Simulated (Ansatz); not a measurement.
Input for Ansatz (development build ahead of 0.2.0):

```yaml
crystal:
  periodic: [false, false, false]
  atoms:
    - { symbol: Mg, position_ang: [0.0, 0.0, 0.0] }
    - { symbol: P, position_ang: [0.0, 0.0, 4.7914] }
basis:
  gaussian: { orbitals: pcseg-2 }
magnetization:
  initial_magnetization: 3
hamiltonian:
  xc: { name: wB97X }
```

The input is written out in the form of the current development build from the run's settings.

Output:

| Quantity | Value |
| --- | --- |
| Converged | yes |
| Total energy | -541.32398 hartree |
| Spin squared of the determinant | 3.750 |
| Stability test | minimum among restricted orbitals |

Caution: stretched shape with no unrestricted run beside it, a lower state can exist; charge can spread falsely over distant fragments.
